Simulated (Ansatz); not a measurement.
# BH6NS: the cost of one run

Method: RKS PBE/def2-SVP, in Ansatz 0.2.0.

## 1. The starting structure

Bond lengths: B1–N3 1.550 Å, N3–H4 1.060 Å, N3–H5 1.060 Å, B1–H6 1.190 Å, B1–S7 2.190 Å, S7–H8 1.400 Å, S7–H9 1.549 Å. Angles: B1–N3–H4 120.0°, B1–N3–H5 120.0°, H4–N3–H5 120.0°, N3–B1–H6 120.0°, N3–B1–S7 96.8°, H6–B1–S7 101.3°, B1–S7–H8 109.5°, B1–S7–H9 57.4°, H8–S7–H9 57.2°.

As a file:

```xyz
9

B     0.0000    0.0000    0.0000
H     0.0000    0.0000    1.5400
N     1.3423    0.0000   -0.7750
H     1.8089   -0.9179   -1.0268
H     1.7937    0.9179   -1.0532
H    -1.0305    0.0000   -0.5950
S     0.0982    2.0760    0.6906
H     0.6507    2.1151    1.9763
H     0.0413    0.8741    1.6662
```

## 2. A restrained relaxation towards end A

Springs on the bonds that form and break draw the guess towards this end; the thresholds are loose.

The input, input.yaml:

```yaml
crystal:
  periodic: [false, false, false]
  atoms:
    - { symbol: B, position_ang: [0.0, 0.0, 0.0] }
    - { symbol: H, position_ang: [0.0, 0.0, 1.54] }
    - { symbol: "N", position_ang: [1.3423, 0.0, -0.775] }
    - { symbol: H, position_ang: [1.8089, -0.9179, -1.0268] }
    - { symbol: H, position_ang: [1.7937, 0.9179, -1.0532] }
    - { symbol: H, position_ang: [-1.0305, 0.0, -0.595] }
    - { symbol: S, position_ang: [0.0982, 2.076, 0.6906] }
    - { symbol: H, position_ang: [0.6507, 2.1151, 1.9763] }
    - { symbol: H, position_ang: [0.0413, 0.8741, 1.6662] }
basis:
  gaussian: { orbitals: def2-SVP }
hamiltonian:
  xc: pbe
relax:
  f_tol: 0.15
  max_steps: 25
  restrain:
    - { distance: [0, 6], at: 3.09, k: 30.0 }
    - { distance: [8, 1], at: 1.86, k: 30.0 }
    - { distance: [0, 1], at: 1.19, k: 30.0 }
    - { distance: [8, 6], at: 1.4, k: 30.0 }
```

Command:

```
$ ansatz run input.yaml --threads 1 --pin off --max-ram 2048MiB --backend cpu --events-out ev --progress --plain --runs-dir out
```

What time and memory should one allow on 1 thread of Arm Neoverse V1, shared host?

About 24 s, with a peak of 0.13 GiB.
